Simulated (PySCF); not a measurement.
## Calculated properties of `Cn1cnnc1`

Species: C3H5N3.
SMILES with atom numbers: `[CH3:1][n:2]1[cH:3][n:4][n:5][cH:6]1` (hydrogens: H7, H8, H9 on C1; H10 on C3; H11 on C6)

Geometry (GFN2-xTB, Å), atoms numbered from 1 in this order:
```xyz
11
C3H5N3 angstrom
C     -1.429    0.152   -0.015
N     -0.002    0.003   -0.015
C      0.726   -1.145   -0.096
N      1.996   -0.884   -0.034
N      2.137    0.444    0.093
C      0.950    0.969    0.105
H     -1.697    1.113   -0.453
H     -1.879   -0.648   -0.603
H     -1.823    0.105    1.003
H      0.295   -2.119   -0.202
H      0.732    2.013    0.191
```

Structural features include: pyridine-type ring nitrogen and pyrrole-type ring nitrogen.

**GFN2-xTB geometry**

```yaml
Point_group_of_the_GFN2-xTB_geometry: Cs
Rotational_constants_A_B_C_of_the_GFN2-xTB_geometry: 9.737, 3.713, 2.734 GHz
```

**PBE0/def2-SVPD ground state and vertical TDDFT (core frozen in the response) (PySCF)**

```yaml
Dipole_moment: 6.18 D
HOMO_energy: -7.13 eV
LUMO_energy: 0.17 eV
HOMO–LUMO_gap: 7.30 eV
Lowest_singlet_excitation: 5.64 eV (220 nm, f = 0.000)
Strongest_line_among_the_8_lowest_singlet_transitions: S5 at 7.02 eV (177 nm, f = 0.119)
Lowest_triplet_excitation_Tamm–Dancoff: 5.03 eV
Static_isotropic_polarisability: 53.0 au
Electronic_spatial_extent_⟨r²⟩_about_the_centre_of_nuclear_charge: 466 bohr²
```

Monoisotopic mass from the formula: 83.0483 u.

With B = h/(8π²I), that is 505.379 GHz u Å² over I, the principal moments of inertia are 51.9, 136.1 and 184.8 u Å² (most abundant isotopes); the inertial defect Ic − Ia − Ib is -3.2 u Å² (zero for a rigid planar frame, negative otherwise). No computed singlet falls in the visible range (750 to 380 nm, 1.65 to 3.26 eV); S1 lies 2.38 eV above its blue end. The vertical singlet–triplet gap S1 − T1 is 0.61 eV (TDDFT singlet less Tamm–Dancoff triplet; S1: HOMO→LUMO, weight 0.99; T1: HOMO−1→LUMO, weight 0.92). The largest Löwdin shares of the HOMO are 0.40 on N4, 0.40 on N5, 0.08 on C3 and 0.08 on C6. A dipole of 6.18 D is allowed in Cs, and pure rotational transitions are dipole-allowed. The polarisability is 7.85 Å³ as a volume (1 au = 0.148185 Å³), or 1.20 au for each of the 44 electrons.

Geometry: GFN2-xTB; no solvent, vibrations or thermal averaging.
